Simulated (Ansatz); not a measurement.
A made-up structure of CH5SSi (charge -1), closed shell:

C1  (-0.831, 1.126, -0.332)
S2  (0.016, 0.249, 1.010)
Si3  (0.975, -1.424, -0.144)
H4  (-1.586, 0.491, -0.802)
H5  (0.220, 0.868, 2.204)
H6  (-1.321, 2.012, 0.084)
H7  (2.358, -1.322, 0.518)
H8  (0.510, -2.571, 0.767)
(Å)

It is relaxed with PBE-D4/def2-SVPD and then PBE0-D4/def2-TZVPD (Ansatz 0.2.0). Atoms count as bonded within 1.22 times the sum of their covalent radii (H–H: 0.88 Å). The end point is not checked to be a true minimum.

**Question.** Does its bonding change? (Judge from chemistry; the calculation decides.)

**Answer.** The calculation gives: No: no bond forms or breaks.

Where it ends: The first stage lowers the energy by 1.43 eV in 17 steps. It ends as CH₅SSi ([CH2][SH][SiH2]), total charge -1:
C1  (-0.949, 1.011, -0.293)
S2  (-0.745, -0.383, 0.647)
Si3  (1.098, -1.498, -0.126)
H4  (-1.895, 1.513, -0.098)
H5  (-0.288, -0.141, 1.945)
H6  (-0.081, 1.663, -0.371)
H7  (2.078, -0.439, 0.408)
H8  (1.123, -2.297, 1.193)
(Å)

Labels in which every atom is bracketed show which atoms are joined, not bond orders.

For scale, one of the runs: PBE0-D4/def2-TZVPD relaxation, 171 basis functions, launched by `ansatz run in.yaml --threads 2 --pin off --events-out ev --progress --plain --max-ram 4352MiB`. The run took about 31 s on 2 CPU threads of an Intel Xeon Platinum 8488C (shared host).
